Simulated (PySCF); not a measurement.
Level of theory: TPSSh-D3(BJ)/def2-TZVP // PBE0-D3(BJ)/def2-TZVP in PySCF. Gas-phase values, no solvent. 

Reference species (SMILES): `[OH]` (neutral, multiplicity 2).

```
Item                              Value
-----------------------------  --------
highest occupied spin orbital  -8.09 eV
```

Changed species: `[CH3]` (radical fragment; the reference has radical fragment).

Question: Give the shifts of the highest occupied spin orbital.

Answer: the highest occupied spin orbital increases by 2.03 eV, to -6.06 eV.
